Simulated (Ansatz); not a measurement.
Which is lower?

The two ends of one reaction step of CH8AlN, singlet (PBE0-D4/def2-TZVP).

A:

```xyz
11
angstrom
Al -1.1159 1.1582 -0.1279
N 0.1109 -0.2915 0.6349
C 0.9985 -0.8999 -0.3678
H -1.9024 1.5743 1.2075
H -1.9105 0.2829 -1.2135
H 0.6565 0.1229 1.3847
H -0.0040 2.1757 -0.6800
H -0.4732 -1.0013 1.0668
H 1.6104 -0.1153 -0.8118
H 0.3852 -1.3376 -1.1549
H 1.6445 -1.6682 0.0621
```

B:

Al1  (-1.238, 0.621, -0.069)
N2  (-0.194, -0.732, 0.390)
C3  (0.804, -1.408, -0.410)
H4  (-2.256, 1.163, 1.018)
H5  (-1.140, 1.154, -1.558)
H6  (0.703, 2.251, 0.769)
H7  (0.340, 2.833, 0.466)
H8  (-0.254, -1.115, 1.323)
H9  (0.829, -0.976, -1.413)
H10  (0.593, -2.478, -0.524)
H11  (1.813, -1.313, 0.009)
(Å)

Computed with Ansatz 0.2.0 (basis: def2-TZVPP); correlated methods freeze the cores. B3LYP uses VWN-RPA correlation.

(1) Which structure is lower at CCSD(T), and by how much? (To be estimated.)

The T1 diagnostic stays at or below 0.011.

## Answers

(1) By the calculation: A, by 56.1 kJ/mol (electronic energy, against the other). By their contacts, A is CH₈AlN ([CH3][NH2][AlH3]) and B is a complex of CH₆AlN ([CH3][NH][AlH2]) + H₂.

All methods give the same order:

```tsv
method	E(B) − E(A) (kJ/mol)
SPW92	66.1
PBE-D4	50.7
BLYP-D4	40.4
r2SCAN-D4	54.9
B97M-V	67.0
PBE0-D4	60.3
B3LYP-D4	49.4
r2SCAN0-D4	61.1
BHLYP-D4	59.7
CAM-B3LYP-D4	55.8
wB97X-V	59.1
wB97M-V	54.7
B2PLYP	49.3
PBE-QIDH	61.4
RPA on PBE	54.2
HF	64.9
MP2	49.4
CCSD	58.4
CCSD(T)	56.1
```

Labels in which every atom is bracketed show which atoms are joined, not bond orders.

For scale, one of the runs: CCSD(T)/def2-TZVPP, 216 basis functions, launched by `ansatz run in.yaml --threads 2 --pin off --events-out ev --progress --plain --max-ram 4352MiB`. Hardware: 2 CPU threads of an Intel Xeon Platinum 8375C, shared host. Wall time 58 s; peak host memory 3.1 GiB.
